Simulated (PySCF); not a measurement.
H₆SSi₂.
Atom-mapped SMILES: `[SiH3:1][SiH2:2][SH:3]` (hydrogens: H4, H5, H6 on Si1; H7, H8 on Si2; H9 on S3)

The same species was optimised twice, with GFN2-xTB and with PBE0-D3(BJ)/def2-SVP (PySCF), and the same property calculations (PySCF, gas phase) were run on both structures.

| coordinate | GFN2-xTB | PBE0-D3(BJ)/def2-SVP | change |
| --- | --- | --- | --- |
| Si2–H7 (Å) | 1.459 | 1.493 | +0.034 |
| Si1–H4 (Å) | 1.463 | 1.496 | +0.033 |
| Si2–H8 (Å) | 1.465 | 1.497 | +0.032 |
| Si1–H6 (Å) | 1.464 | 1.494 | +0.030 |
| Si1–H5 (Å) | 1.467 | 1.497 | +0.030 |
| Si1–Si2 (Å) | 2.314 | 2.342 | +0.028 |
| S3–H9 (Å) | 1.324 | 1.352 | +0.028 |
| Si2–S3 (Å) | 2.164 | 2.157 | -0.007 |
| S3–Si2–H8 (°) | 104.7 | 112.0 | +7.3 |
| Si1–Si2–H7 (°) | 116.2 | 111.6 | -4.6 |
| S3–Si2–H7 (°) | 100.1 | 104.5 | +4.4 |
| Si1–Si2–H8 (°) | 115.2 | 111.1 | -4.1 |
| Si2–Si1–H5 (°) | 112.1 | 108.4 | -3.7 |
| Si2–Si1–H6 (°) | 113.1 | 109.4 | -3.7 |
| Si2–Si1–H4 (°) | 108.8 | 111.8 | +3.0 |
| Si1–Si2–S3 (°) | 111.4 | 108.9 | -2.5 |

Rotational constants: A = 10624, B = 2187, C = 1905 MHz (GFN2-xTB) against A = 9987, B = 2230, C = 1922 MHz (PBE0-D3(BJ)/def2-SVP).

On the GFN2-xTB structure: lowest singlet, TDDFT (eV) 5.63 [CAM-B3LYP/def2-SVPD]; lowest triplet, Tamm–Dancoff (eV) 5.23 [CAM-B3LYP/def2-SVPD]; isotropic polarisability (au) 79.6 [CAM-B3LYP/def2-SVPD]; HOMO (eV) -8.52 [CAM-B3LYP/def2-SVPD]; LUMO (eV) 0.41 [CAM-B3LYP/def2-SVPD]; dipole (D) 1.51 [CAM-B3LYP/def2-SVPD]; HOMO (eV) -7.25 [PBE0/pcSseg-1]; LUMO (eV) -0.51 [PBE0/pcSseg-1]; dipole (D) 1.73 [PBE0/pcSseg-1]; GIAO shielding of Si1 (ppm) 461.7 [PBE0/pcSseg-1]; GIAO shielding of Si2 (ppm) 408.5 [PBE0/pcSseg-1]; GIAO shielding of S3 (ppm) 784.7 [PBE0/pcSseg-1].

Question: What do these properties become on the PBE0-D3(BJ)/def2-SVP structure?

Answer: 
| property | level | on GFN2-xTB | on PBE0-D3(BJ)/def2-SVP | change |
| --- | --- | --- | --- | --- |
| lowest singlet, TDDFT (eV) | CAM-B3LYP/def2-SVPD | 5.63 | 5.74 | +0.11 |
| lowest triplet, Tamm–Dancoff (eV) | CAM-B3LYP/def2-SVPD | 5.23 | 5.29 | +0.06 |
| isotropic polarisability (au) | CAM-B3LYP/def2-SVPD | 79.6 | 81.5 | +1.9 |
| HOMO (eV) | CAM-B3LYP/def2-SVPD | -8.52 | -8.60 | -0.08 |
| LUMO (eV) | CAM-B3LYP/def2-SVPD | 0.41 | 0.47 | +0.06 |
| dipole (D) | CAM-B3LYP/def2-SVPD | 1.51 | 1.17 | -0.34 |
| energy, GFN2-xTB geometry as zero (kcal/mol) | CAM-B3LYP/def2-SVPD | 0.0 | -2.2 | -2.2 |
| HOMO (eV) | PBE0/pcSseg-1 | -7.25 | -7.36 | -0.11 |
| LUMO (eV) | PBE0/pcSseg-1 | -0.51 | -0.39 | +0.12 |
| dipole (D) | PBE0/pcSseg-1 | 1.73 | 1.40 | -0.33 |
| energy, GFN2-xTB geometry as zero (kcal/mol) | PBE0/pcSseg-1 | 0.0 | -2.6 | -2.6 |
| GIAO shielding of Si1 (ppm) | PBE0/pcSseg-1 | 461.7 | 451.3 | -10.4 |
| GIAO shielding of Si2 (ppm) | PBE0/pcSseg-1 | 408.5 | 402.0 | -6.5 |
| GIAO shielding of S3 (ppm) | PBE0/pcSseg-1 | 784.7 | 765.8 | -18.9 |

The heavy atoms differ by 0.028 Å rms after alignment. Among all bonds Si1–H4 and Si2–H7 change most and about equally (+0.033 to +0.034 Å). Changes are differences of the printed values. Neither structure is proved a minimum here.

Conformer computed: `[SiH3:1][SiH2:2][SH:3]`: H–S3–Si2–Si1 -56°.
